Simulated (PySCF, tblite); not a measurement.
**CH₃F₃O₂, a solvent cluster: NMR shifts, interaction energy, infrared bands, spin-spin couplings and core binding energies**

Wanted: the NMR shifts, interaction energy, infrared bands, spin-spin couplings and core binding energies for `O=C=O` with 3 × `F`.

Programs: tblite 0.8.0 and PySCF 2.14.0. All values are calculated, for the isolated system unless a continuum is named. Atoms count from 0, parts from 1.

### Step 1. Starting point

9 atoms, charge 0, multiplicity 1; geometry: rigid parts in contact. Parts: 1 = atoms 0–2, `O=C=O`, charge 0; 2 = atoms 3–4, `F`, charge 0; 3 = atoms 5–6, `F`, charge 0; 4 = atoms 7–8, `F`, charge 0.

### Step 2. Search for minima with GFN2-xTB

What the job is given:

```
{"job": {"kind": "dock", "xc": "GFN2-xTB", "basis": "xTB"}, "charge": 0, "multiplicity": 1, "parts": [{"atoms": "0-2", "charge": 0, "multiplicity": 1}, {"atoms": "3-4", "charge": 0, "multiplicity": 1}, {"atoms": "5-6", "charge": 0, "multiplicity": 1}, {"atoms": "7-8", "charge": 0, "multiplicity": 1}]}
O      1.154662     0.201661    -0.310727
C      0.046133     0.091621    -0.073244
O     -1.072996    -0.010105     0.164664
F     -2.200098     0.689017     2.497568
H     -1.871559     0.334001     1.686545
F     -3.201413    -1.111327     4.177519
H     -2.789097    -0.386349     3.741257
F      0.660314    -1.136059     2.257445
H      1.276789    -1.806592     2.461736
```

Level: GFN2-xTB search for minima from random contacts, gas phase.

On the command line:

```sh
$ OMP_NUM_THREADS=1 python cluster_run.py task.json out
```

This one command runs all jobs of the session in turn.

**Question.** The jobs that follow are: PBE0-D3(BJ)/def2-SVPD geometry optimisation, gas phase; GIAO PBE0/pcSseg-2 NMR shielding, non-relativistic, gas phase; wB97M-D3(BJ)/def2-SVPD interaction energy, counterpoise and uncorrected, gas phase; PBE0-D3(BJ)/def2-SVPD interaction energy, counterpoise and uncorrected, gas phase; PBE0-D3(BJ)/def2-SVPD harmonic vibrations by differences of gradients, gas phase; B3LYP/pcJ-1 indirect spin-spin coupling, non-relativistic, gas phase; delta-SCF UKS SCAN, pcX-2 on the ionised atom, pcseg-1 elsewhere, spin-free X2C. Predict: binding energy (GFN2-xTB); point group; rotational constants (main isotopes); shieldings of C, H, O, F (PBE0/pcSseg-2); largest proton shift on binding; interaction energy, counterpoise (wB97M-D3(BJ)/def2-SVPD); superposition error; binding energy (with deformation); strongest single infrared mode (PBE0-D3(BJ)/def2-SVPD); largest coupling of the table (B3LYP/pcJ-1); F1s binding energies, SCAN/pcX-2.

**Answer**, as computed:

| quantity | value |
| --- | --- |
| binding energy (GFN2-xTB) | -22.52 kcal/mol |
| point group | Cs |
| rotational constants (main isotopes) | 3.77, 1.46, 1.05 GHz |
| shieldings of C, H, O, F (PBE0/pcSseg-2) | C1 52.9, H6 23.2, H4 24.1, H8 24.2, O0 190.7, O2 223.6, F3 384.5, F5 387.9 ppm and more |
| largest proton shift on binding | H6, +6.00 ppm |
| interaction energy, counterpoise (wB97M-D3(BJ)/def2-SVPD) | -21.07 kcal/mol |
| superposition error | 1.84 kcal/mol |
| binding energy (with deformation) | -19.95 kcal/mol |
| strongest single infrared mode (PBE0-D3(BJ)/def2-SVPD) | 3722 cm⁻¹ |
| largest coupling of the table (B3LYP/pcJ-1) | ¹J(F,H) F3–H4, 434.0 Hz |
| F1s binding energies, SCAN/pcX-2 | F3 694.43, F5 693.91, F7 693.23 eV |
| range of the interaction energy over the runs of this table | -22.21 to -21.07 kcal/mol |

**Reading.** At its xTB geometry the search ends with the contact H4···O2 (hydrogen bond, 1.68 Å); 6 starts can't prove it the lowest minimum. Further contacts there: H6···F3 (hydrogen bond, 1.68 Å), H8···F5 (hydrogen bond, 1.69 Å). A later relaxation moves these distances. The optimisation took 10 steps and gained 0.157 eV; among the close pairs (by a distance rule), F7–H8 changed most, from 0.976 to 0.940 Å. At PBE0/pcSseg-2: The widest tensor belongs to C1: span 348 ppm, with a paramagnetic part of -214 ppm. On binding (GIAO PBE0/pcSseg-2 NMR shielding, non-relativistic, gas phase), H6 moves most among the protons, 6.00 ppm downfield. Of the attraction, electrostatic 56 %, orbital 40 %, dispersion 4 %; Pauli repulsion takes back 38.21 kcal/mol. No mode is imaginary at PBE0-D3(BJ)/def2-SVPD; the softest lies at 34 cm⁻¹. Density functionals describe couplings to fluorine poorly, F–F couplings above all, so those rows are rough. The interaction energy runs from -22.21 (PBE0-D3(BJ)/def2-SVPD) to -21.07 kcal/mol (wB97M-D3(BJ)/def2-SVPD).
